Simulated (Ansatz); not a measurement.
The same path of BH$_{3}$OSi (6 atoms, charge 0, multiplicity 1) was run twice with different band settings. Lost on the way: Si2–H6. Made: B1–H6.

Method: RKS B3LYP/def2-TZVP (Ansatz).

Relaxed end points:

```xyz
6
Properties=species:S:1:pos:R:3
B 0.256 -0.530 -0.858
Si -0.237 0.478 0.803
O -0.464 1.987 0.741
H -0.585 -0.970 -1.575
H 1.395 -0.656 -1.177
H -0.366 -0.308 2.065
```

```xyz
6
Properties=species:S:1:pos:R:3
B 0.167 -0.768 -0.229
Si -0.237 1.121 0.324
O -0.549 2.532 0.754
H 1.287 -0.635 -0.641
H -0.702 -0.935 -1.041
H 0.035 -1.315 0.833
```

Common settings: movable images 5; climbing image yes; spring 5.0 eV/Å²; optimiser quadratic models (default); start path through a guess of the saddle point; iteration limit 60; end points relaxed.

| run | force threshold |
| --- | --- |
| 1 | 0.03 eV/Å |
| 2 | 0.2 eV/Å |

(1) What does each run give, and how far can it be trusted?

Results:

(1) Run 1: converged after 24 iterations, highest image 0.392 eV above the first end. The profile has 2 maxima (images 2, 5) with wells between them (image 3): this band takes more than one step, which may be the mechanism or a detour left from its start path. A vibrational analysis at the climbing image gives one clearly imaginary mode, 426i cm⁻¹: a first-order saddle point.
Run 2: converged after 20 iterations, highest image 0.393 eV above the first end. The threshold of 0.2 eV/Å is loose, so the images may lie well off the minimum-energy path. The profile has 2 maxima (images 1, 4) with wells between them (image 3): this band takes more than one step, which may be the mechanism or a detour left from its start path. Another band between the same ends (5 images) ends at a top of the same energy, where a vibrational analysis finds 1 clearly imaginary mode.
The orbitals stay closed-shell, which can raise the energy where a bond breaks towards radicals; this wasn't checked here.
